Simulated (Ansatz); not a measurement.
Geometry optimisation, RKS BLYP-D4/6-31G in Ansatz 0.2.0.

The input (input.yaml):

```yaml
crystal:
  periodic: [false, false, false]
  atoms:
    - { symbol: C, position_ang: [-1.3008, -0.4707, 0.3993] }
    - { symbol: C, position_ang: [-0.0104, 0.0292, -0.1034] }
    - { symbol: C, position_ang: [1.1154, -0.8606, 0.2284] }
    - { symbol: C, position_ang: [0.2157, 1.1266, -0.8132] }
    - { symbol: "N", position_ang: [0.2761, 2.0803, -1.4668] }
    - { symbol: H, position_ang: [-2.1437, 0.2915, 0.1085] }
    - { symbol: H, position_ang: [-1.32, -0.5122, 1.4826] }
    - { symbol: H, position_ang: [-1.56, -1.3852, -0.0469] }
    - { symbol: H, position_ang: [1.2426, -0.9491, 1.3706] }
    - { symbol: H, position_ang: [2.0984, -0.4638, -0.1131] }
    - { symbol: H, position_ang: [0.9929, -1.8565, -0.1704] }
    - { symbol: H, position_ang: [0.471, 2.9152, -0.8416] }
basis:
  gaussian: { orbitals: "6-31G" }
hamiltonian:
  xc: blyp
  dispersion: d4
relax:
  f_tol: 0.015
  max_steps: 40
```

Launched with:

```bash
$ ansatz run input.yaml --threads 1 --pin off --max-ram 2048MiB --backend cpu --events-out ev --progress --plain --runs-dir out
```

Where does it end, and by what steps?

It converged. Limits of this set-up: no polarisation functions. After 11 steps the energy has fallen by 0.933 eV; H12 moved furthest, 0.26 Å. The start is strongly strained (largest force component 9 eV/Å).

```
step  energy less start (eV)  largest force component (eV/Å)  accepted
   0                  0.0000                           8.706       yes
   1                 -0.8398                           1.166       yes
   2                 -0.9139                           0.366       yes
   3                 -0.8337                           1.037        no
   4                 -0.9194                           0.448       yes
   5                 -0.9140                           0.497        no
   6                 -0.9308                           0.113       yes
   7                 -0.9319                           0.089       yes
   8                 -0.9322                           0.085       yes
   9                 -0.9325                           0.093       yes
  10                 -0.9332                           0.027       yes
  11                 -0.9334                           0.010       yes
```

```xyz
12
Properties=species:S:1:pos:R:3
C -1.374 -0.441 0.403
C 0.007 0.014 -0.059
C 1.191 -0.893 0.266
C 0.174 1.163 -0.707
N 0.305 2.152 -1.465
H -2.161 0.276 0.123
H -1.401 -0.570 1.502
H -1.629 -1.420 -0.046
H 1.286 -1.043 1.358
H 2.142 -0.483 -0.107
H 1.049 -1.892 -0.188
H 0.489 3.083 -1.044
```

Run time: 33 s on 1 CPU thread of a shared host.
